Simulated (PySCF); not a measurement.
NaCl, SMILES [Na][Cl].

Geometry optimised at PBE-D3(BJ)/def2-TZVPD.

All values below come from TDDFT-M06-2X/def2-TZVPD run with PySCF.

Vertical excitations; the highest root listed may be one member of a degenerate set. Gas-phase values at a fixed geometry. State labels are in the subgroup C2v.

Computed excitation energies, oscillator strengths and character:
```csv
state,symmetry,energy (eV),λ (nm),f,main pairs
S1,B2,4.05,306,0.012,HOMO→LUMO (degenerate set)
S2,B1,4.05,306,0.012,HOMO−1→LUMO (degenerate set)
S3,A1,4.70,264,0.075,HOMO−2→LUMO 96 %
S4,A2,5.81,213,0.000,"HOMO−1→LUMO+2 44 %, HOMO→LUMO+1 44 %"
S5,A2,5.85,212,0.000,"HOMO→LUMO+1, HOMO−1→LUMO+2 (degenerate set)"
S6,A1,5.85,212,0.000,"HOMO→LUMO+2, HOMO−1→LUMO+1 (degenerate set)"
S7,A1,6.07,204,0.047,"HOMO−1→LUMO+1 45 %, HOMO→LUMO+2 45 %"
S8,B2,6.29,197,0.051,"HOMO→LUMO+3, HOMO→LUMO+4 (degenerate set)"
S9,B1,6.29,197,0.051,"HOMO−1→LUMO+3, HOMO−1→LUMO+4 (degenerate set)"
S10,B2,6.36,195,0.047,HOMO−2→LUMO+2 86 %
T1,B1,4.04,307,0,HOMO−1→LUMO (degenerate set)
T2,B2,4.04,307,0,HOMO→LUMO (degenerate set)
T3,A1,4.65,266,0,HOMO−2→LUMO 93 %
T4,A2,5.81,213,0,"HOMO−1→LUMO+2 44 %, HOMO→LUMO+1 44 %"
```
Triplets are in the Tamm–Dancoff approximation, which puts them higher than full response would, so one can lie above its singlet here.
